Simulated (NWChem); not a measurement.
All runs are NWChem calculations. System: Cl, charge 0, spin multiplicity 2. Its SCF solution wasn't tested for a lower state. Level: UHF/def2-TZVPD.

Part of the output:

```
             Northwest Computational Chemistry Package (NWChem) 7.3.0
             --------------------------------------------------------

                                NWChem Input Module
                                -------------------

 Scaling coordinates for geometry "geometry" by  1.889725989
 (inverse scale =  0.529177249)

                             Geometry "geometry" -> ""
                             -------------------------

 Output coordinates in angstroms (scale by  1.889725989 to convert to a.u.)

  No.       Tag          Charge          X              Y              Z
 ---- ---------------- ---------- -------------- -------------- --------------
    1 Cl                  17.0000     0.00000000     0.00000000     0.00000000

 Effective nuclear repulsion energy (a.u.)       0.0000000000

            Nuclear Dipole moment (a.u.)
            ----------------------------
        X                 Y               Z
 ---------------- ---------------- ----------------
     0.0000000000     0.0000000000     0.0000000000

      Symmetry information
      --------------------

 Group name             D2h
 Group number             26
 Group order               8
 No. of unique centers     1

      Symmetry unique atoms

     1


 Summary of "ao basis" -> "" (spherical)
 ------------------------------------------------------------------------------
       Tag                 Description            Shells   Functions and Types
 ---------------- ------------------------------  ------  ---------------------
 *                         def2-tzvpd                 on all atoms

 Summary of "ao basis" -> "ao basis" (spherical)
 ------------------------------------------------------------------------------
       Tag                 Description            Shells   Functions and Types
 ---------------- ------------------------------  ------  ---------------------
 Cl                        def2-tzvpd               16       46   6s6p3d1f

                                 NWChem SCF Module
                                 -----------------

  ao basis        = "ao basis"
  functions       =    46
  atoms           =     1
  alpha electrons =     9
  beta  electrons =     8
  charge          =   0.00
  wavefunction    = UHF
  use symmetry    = T
  symmetry adapt  = T

 Summary of "ao basis" -> "ao basis" (spherical)
 ------------------------------------------------------------------------------
       Tag                 Description            Shells   Functions and Types
[...]
   Bfn.  Coefficient  Atom+Function         Bfn.  Coefficient  Atom+Function
  ----- ------------  ---------------      ----- ------------  ---------------
    18      0.556155  1 Cl pz                21      0.350015  1 Cl pz
    15      0.260736  1 Cl pz                 9     -0.202715  1 Cl pz

 Vector    8  Occ=1.000000D+00  E=-4.807207D-01  Symmetry=b3u
              MO Center= -1.4D-22,  1.8D-28,  2.1D-30, r^2= 1.2D+00
   Bfn.  Coefficient  Atom+Function         Bfn.  Coefficient  Atom+Function
  ----- ------------  ---------------      ----- ------------  ---------------
    16      0.556155  1 Cl px                19      0.350015  1 Cl px
    13      0.260736  1 Cl px                 7     -0.202715  1 Cl px

 Vector    9  Occ=0.000000D+00  E=-4.203933D-02  Symmetry=b2u
              MO Center=  9.4D-32, -2.7D-20, -6.2D-30, r^2= 2.3D+00
   Bfn.  Coefficient  Atom+Function         Bfn.  Coefficient  Atom+Function
  ----- ------------  ---------------      ----- ------------  ---------------
    17      0.411743  1 Cl py                20      0.411969  1 Cl py
    23      0.257808  1 Cl py                14      0.194103  1 Cl py
     8     -0.161253  1 Cl py

 Vector   10  Occ=0.000000D+00  E= 9.863279D-02  Symmetry=b1u
              MO Center=  6.3D-20,  3.6D-28,  3.5D-17, r^2= 1.2D+01
   Bfn.  Coefficient  Atom+Function         Bfn.  Coefficient  Atom+Function
  ----- ------------  ---------------      ----- ------------  ---------------
    24      1.195191  1 Cl pz                21     -0.444366  1 Cl pz

 Vector   11  Occ=0.000000D+00  E= 9.863279D-02  Symmetry=b3u
              MO Center=  7.2D-24,  9.4D-29, -3.3D-31, r^2= 1.2D+01
   Bfn.  Coefficient  Atom+Function         Bfn.  Coefficient  Atom+Function
  ----- ------------  ---------------      ----- ------------  ---------------
    22      1.195191  1 Cl px                19     -0.444366  1 Cl px

 center of mass
 --------------
 x =   0.00000000 y =   0.00000000 z =   0.00000000

 moments of inertia (a.u.)
 ------------------
           0.000000000000           0.000000000000           0.000000000000
           0.000000000000           0.000000000000           0.000000000000
           0.000000000000           0.000000000000           0.000000000000

  Mulliken analysis of the total density
  --------------------------------------

    Atom       Charge   Shell Charges
 -----------   ------   -------------------------------------------------------
    1 Cl  17    17.00   2.01  0.45  1.51  1.14  0.87  0.01  4.18  1.69  1.05  2.69  1.36  0.02  0.00  0.00  0.00  0.00

  Mulliken analysis of the alpha density
  --------------------------------------

    Atom       Charge   Shell Charges
 -----------   ------   -------------------------------------------------------
    1 Cl  17     9.00   1.01  0.22  0.76  0.58  0.43  0.00  2.11  0.83  0.62  1.64  0.79  0.01  0.00  0.00 -0.00  0.00

   Mulliken analysis of the beta density
   -------------------------------------

    Atom       Charge   Shell Charges
 -----------   ------   -------------------------------------------------------
    1 Cl  17     8.00   1.01  0.22  0.76  0.57  0.43  0.01  2.07  0.86  0.43  1.05  0.57  0.01  0.00  0.00  0.00  0.00

   Mulliken analysis of the spin density
   -------------------------------------

    Atom       Charge   Shell Charges
 -----------   ------   -------------------------------------------------------
    1 Cl  17     1.00   0.00  0.00 -0.00  0.01 -0.00 -0.01  0.03 -0.02  0.18  0.59  0.22 -0.00 -0.00 -0.00 -0.00  0.00

       Multipole analysis of the density wrt the origin
       ------------------------------------------------

     L   x y z        total         alpha         beta         nuclear
     -   - - -        -----         -----         ----         -------
     0   0 0 0     -0.000000     -9.000000     -8.000000     17.000000

     1   1 0 0      0.000000     -0.000000      0.000000      0.000000
     1   0 1 0      0.000000     -0.000000      0.000000      0.000000
     1   0 0 1      0.000000      0.000000      0.000000      0.000000

     2   2 0 0     -9.794834     -5.170396     -4.624438      0.000000
     2   1 1 0     -0.000000     -0.000000     -0.000000      0.000000
     2   1 0 1     -0.000000     -0.000000      0.000000      0.000000
     2   0 2 0     -8.085977     -5.292882     -2.793096      0.000000
     2   0 1 1     -0.000000      0.000000     -0.000000      0.000000
     2   0 0 2     -9.794834     -5.170396     -4.624438      0.000000

 Task  times  cpu:        0.3s     wall:        0.3s

 Total times  cpu:        0.3s     wall:        0.3s
```

### Question
Write an NWChem input that would produce this output.

### Answer
Several could match; the one computed here: 
```
start mol
memory heap 200 mb stack 900 mb global 1100 mb
geometry units angstroms nocenter noautoz
  Cl     0.000000     0.000000     0.000000
  symmetry group D2h
end
basis spherical
  * library def2-tzvpd
end
scf
  uhf
  nopen 1
  maxiter 100
  thresh 1e-7
  semidirect memsize 60000000 filesize 0
  # guess.movecs holds the orbitals of an unrestricted PBE0 run
  vectors input guess.movecs output mol.movecs
end
task scf energy
```
